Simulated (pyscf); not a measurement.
# Routes from [H₃C–Zn]• + H₂S

Candidate steps break at most two bonds and form at most two. Each was searched with GFN2-xTB (tblite) first. Optimised with ωB97X-D3(BJ)/def2-SVP in PySCF. Energies: ωB97M-D3(BJ)/def2-TZVP, kcal/mol, from the separated reactants, doublet surface; ΔG‡ with ideal gas, 1 atm, RRHO with modes under 100 cm⁻¹ raised to 100, one conformer, R ln 2 for chiral ones without a mode under 150 cm⁻¹.

```tsv
products	type	ΔE‡	ΔE	ΔG‡ 298 K	ΔG‡ 900 K	ν‡ (cm⁻¹)
H₃C–Zn–SH + H•	substitution at S	13.2	+8.0	19.2	35.0	661i
CH₄ + [HS–Zn]•	four-centre exchange	18.0	-29.8	26.5	44.9	1361i
```

Plain bond fissions and candidates not yet searched are not listed, and one of them may be faster. Each barrier is that of the saddle found; lower ones may exist. Elements up to Kr have no core potential and no relativistic terms here.
